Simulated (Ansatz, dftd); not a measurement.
System: C3H4, charge 0, singlet. C3H4 (SMILES C#CC).
B3LYP-D3(BJ)/def2-TZVP minimum from Ansatz (a program for electronic structure):
```xyz
7

C     -0.0011    -0.0004     0.2181
C     -0.0068    -0.0029     1.4176
C      0.0060     0.0025    -1.2360
H     -0.0119    -0.0051     2.4795
H      0.0152     1.0232    -1.6237
H      0.8874    -0.5130    -1.6226
H     -0.8790    -0.5002    -1.6311
```

Quantity: atomisation energy (electronic, to ground-state atoms), in kcal/mol. Radicals and triplets start from unrestricted determinants; spin-orbit coupling is neglected. Correlated methods leave the cores frozen. Rows without X2C or -DK are non-relativistic. CBS(X,Y): correlation extrapolated as X^-3, Hartree-Fock from the larger set (Q,5: extrapolated as (X+1)exp(-9√X)). A bracket is a step between two methods taken in the basis named. The functionals are non-relativistic, so their misses hold any scalar relativity. Double hybrids freeze cores in their MP2 part. '+ core + X2C': CCSD(T) terms for core correlation (cc-pwCVTZ) and scalar relativity (cc-pVTZ-DK). For partners of very few electrons the exact lower level stands in for a higher one.

```json
[
 {"level": "B3LYP-D3(BJ)/def2-TZVPD", "program": "Ansatz + dftd3", "atomisation energy (kcal/mol)": "705.3", "difference against the last row": "0.0"},
 {"level": "PBE0-D3(BJ)/def2-TZVPD", "program": "Ansatz + dftd3", "atomisation energy (kcal/mol)": "708.8", "difference against the last row": "3.5"},
 {"level": "PBE0/def2-TZVPD", "program": "Ansatz", "atomisation energy (kcal/mol)": "707.1", "difference against the last row": "1.8"},
 {"level": "r2SCANh/def2-TZVPD", "program": "Ansatz", "atomisation energy (kcal/mol)": "699.5", "difference against the last row": "-5.8"},
 {"level": "B2PLYP/def2-TZVPD", "program": "Ansatz", "atomisation energy (kcal/mol)": "698.5", "difference against the last row": "-6.8"},
 {"level": "B2GP-PLYP-D4/def2-TZVPD", "program": "Ansatz + dftd4", "atomisation energy (kcal/mol)": "697.2", "difference against the last row": "-8.1"},
 {"level": "B2GP-PLYP/def2-TZVPD", "program": "Ansatz", "atomisation energy (kcal/mol)": "696.5", "difference against the last row": "-8.8"},
 {"level": "MP2/cc-pVDZ", "program": "Ansatz", "atomisation energy (kcal/mol)": "663.8", "difference against the last row": "-41.5"},
 {"level": "CCSD/cc-pVDZ", "program": "Ansatz", "atomisation energy (kcal/mol)": "642.4", "difference against the last row": "-62.9"},
 {"level": "CCSD/cc-pV5Z", "program": "Ansatz", "atomisation energy (kcal/mol)": "687.2", "difference against the last row": "-18.1"},
 {"level": "CCSD(T)/cc-pVTZ", "program": "Ansatz", "atomisation energy (kcal/mol)": "686.2", "difference against the last row": "-19.1"},
 {"level": "CCSDT(Q)/cc-pVDZ", "program": "Ansatz", "atomisation energy (kcal/mol)": "651.0", "difference against the last row": "-54.3"},
 {"level": "CCSD(T)/CBS(cc-pVQZ,cc-pV5Z) + [CCSDT(Q) - CCSD(T)]/cc-pVDZ + core + X2C", "program": "Ansatz", "atomisation energy (kcal/mol)": "705.3", "difference against the last row": "0.0"}
]
```
